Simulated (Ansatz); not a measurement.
# C2H4OS: the cost of one run

Program: Ansatz 0.2.0. Level of theory: RKS PBE/def2-SVP. These are calculated values, not measurements.

### 1 The system as given

Bond lengths: C1–C2 1.493 Å, C2–O3 1.195 Å, C2–S4 1.791 Å, C1–H5 1.087 Å, C1–H6 1.088 Å, C1–H7 1.088 Å, S4–H8 1.330 Å. Angles: C1–C2–O3 127.4°, C1–C2–S4 112.0°, O3–C2–S4 120.5°, C2–C1–H5 109.9°, C2–C1–H6 109.9°, C2–C1–H7 109.3°, H5–C1–H6 110.2°, H5–C1–H7 109.7°, H6–C1–H7 107.9°, C2–S4–H8 95.3°.

Structure file:

```xyz
8

C     0.0189    1.0341   -0.2216
C     0.3491   -0.3919    0.0738
O     1.4338   -0.8891    0.1292
S    -1.1201   -1.3783    0.3535
H     0.9333    1.6149   -0.3111
H    -0.6070    1.4402    0.5700
H    -0.5428    1.0877   -1.1523
H    -0.4651   -2.5177    0.5586
```

### 2 End point A

input.yaml

```yaml
crystal:
  periodic: [false, false, false]
  atoms:
    - { symbol: C, position_ang: [0.01888, 1.03415, -0.22163] }
    - { symbol: C, position_ang: [0.34905, -0.3919, 0.07377] }
    - { symbol: O, position_ang: [1.43384, -0.88912, 0.12918] }
    - { symbol: S, position_ang: [-1.12006, -1.37826, 0.35347] }
    - { symbol: H, position_ang: [0.93327, 1.61486, -0.31107] }
    - { symbol: H, position_ang: [-0.60702, 1.44016, 0.57002] }
    - { symbol: H, position_ang: [-0.54282, 1.08775, -1.15231] }
    - { symbol: H, position_ang: [-0.46513, -2.51765, 0.55857] }
basis:
  gaussian: { orbitals: def2-SVP }
hamiltonian:
  xc: pbe
relax:
  f_tol: 0.02
  max_steps: 50
output:
  orbitals: {}
```

Launch:

```bash
$ ansatz run input.yaml --threads 1 --pin off --max-ram 2048MiB --backend cpu --events-out ev --progress --plain --runs-dir out
```

**Question.** How long does this run take on 1 thread of an Arm CPU, shared host, and how much memory does it need?

About 12 s, with a peak of 0.14 GiB.
